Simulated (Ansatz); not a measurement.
Born–Oppenheimer molecular dynamics of CH5AlO (8 atoms, charge 0, multiplicity 1). It goes on from the last frame of an earlier run, with new velocities.

Level of theory: RKS B3LYP-D4/def2-SVP (Ansatz 0.2.0).

- ensemble: NVE (velocity Verlet)
- time step: 1 fs
- steps asked: 166
- starting velocities drawn for: 1500 K
- masses: H 2.014 u
- seed: 571041

First frame:

```xyz
8
Properties=species:S:1:pos:R:3
Al -0.052 -0.227 -0.107
H 0.161 -0.737 1.385
O 1.361 -0.119 -1.066
H 2.188 -0.445 -0.771
C -1.794 0.142 -0.924
H -2.199 -0.741 -1.412
H -2.602 0.569 -0.274
H -1.570 0.930 -1.751
```

Q: How far do the bonds stretch over the last three quarters of this one trajectory? (Pairs bonded in most of those frames.)

A: 
```tsv
bond	mean (Å)	spread (Å)	shortest	longest
Al1–H2	1.594	0.032	1.54	1.65
Al1–O3	1.702	0.030	1.64	1.75
Al1–C5	1.961	0.051	1.87	2.06
O3–H4	0.966	0.045	0.90	1.04
C5–H6	1.122	0.066	1.02	1.23
C5–H7	1.112	0.029	1.05	1.18
C5–H8	1.118	0.044	1.03	1.22
```

Mean temperature of the second half: 815 K. The conserved energy stayed within 1.7 meV per atom of its start (net change 0.35 meV per atom), so the integration is sound. Over the second half the temperature averaged 0.54 of the 1500 K drawn at the start: a run that starts near a minimum puts about half its kinetic energy into the potential. A run of 0.17 ps of so small a system gives no equilibrium averages.

Run time: 4.6 min on 1 thread of Arm Neoverse V2, on a shared host, peak memory 0.12 GiB.
